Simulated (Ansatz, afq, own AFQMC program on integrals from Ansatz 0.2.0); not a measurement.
Two steps: Ansatz 0.2.0 writes the Fock matrix and Cholesky factors of the valence space, and afq projects on them the lowest state that overlaps trial and start.

```yaml
crystal:
  periodic: [false, false, false]
  atoms:
    - {symbol: Mn, position_ang: [0.000000, 0.000000, 0.000000]}
basis:
  gaussian: {orbitals: def2-TZVPP}
magnetization: {spin_polarized: true, initial_magnetization: 5}
correlation: {method: ccsd_t, electrons: outside_noble_gas, hamiltonian_folder: ham}
```

```sh
$ ansatz run in.yaml --threads 1 --pin off --events-out ev --progress --plain --max-ram 16896MiB --backend cuda --devices 0, --max-vram 18GiB
```

Options of the walk:

```
--method free --trial cisd --walkers 3600 --time-step 0.03 --max-blocks 4000 --target-error 0.00032 --factor-cut 1e-05 --seed 7166 --times 0,0.3,0.6,1.2,1.8,2.4,3.6,4.8,6 --taylor-order 8
```

Times are imaginary, in 1/Eh. The walk had a cap of 120 s.

Output of the walk:

```
orbitals 55  electrons 6 1  factors 432 of 455
reference energy -1149.84678949 Eh
CCSD correlation -0.13127996 Eh in 11 cycles, weight of the determinant in the CISD state 0.9156
repeat  energy at the last time / Eh  error
    10  -1149.982303  0.000101
    20  -1149.982308  0.000081
    30  -1149.982383  0.000062
time / (1/Eh)  energy / Eh  error  mean overlap
  0.00  -1149.978072  0.000010  1.0923
  0.30  -1149.980724  0.000023  1.0892
  0.60  -1149.981412  0.000029  1.0864
  1.20  -1149.981946  0.000026  1.0807
  1.80  -1149.982064  0.000032  1.0764
  2.40  -1149.982100  0.000029  1.0752
  3.60  -1149.982201  0.000060  1.0621
  4.80  -1149.982280  0.000047  1.0579
  6.00  -1149.982383  0.000060  1.0482
energy -1149.982383 +/- 0.000060 Eh
```

The run passed its tests (error under three times the target), which doesn't prove that it has relaxed.

Against this walk (error 1.6 meV) on the same determinant: CCSD(T) 17.6 meV higher, CCSDT(Q) 2.4 meV higher (within the noise). The error is statistical, and a free projection of finite length keeps a remainder of its start. The last points still move (meV from the last: 8.7 ± 0.9 at 1.80, 7.7 ± 0.8 at 2.40, 5.0 ± 1.6 at 3.60, 2.8 ± 1.3 at 4.80, 0.0 ± 1.6 at 6.00), but the last one has reached CCSDT(Q) within the noise or passed it, so little can be left to fall.

Cautions: remainder of the start not in the error; no relativity below Rb; outer-core shells of the metal frozen.

The walk took 92 s on 1 × NVIDIA H100 80GB HBM3 with 2 threads of AMD EPYC 7R13 Processor (Zen 3), with other jobs on the host (the card was shared). The log's last line is the free-projection energy.

CCSDT and higher add their correlation energy to the determinant of the CCSD(T) run, since their own runs factorise the integrals more tightly (a shift of under 2 meV). A walk keeps the symmetry of its determinant, which the program's search chose and which needn't be the lowest solution, so a lower state of the same spin and another symmetry isn't excluded.
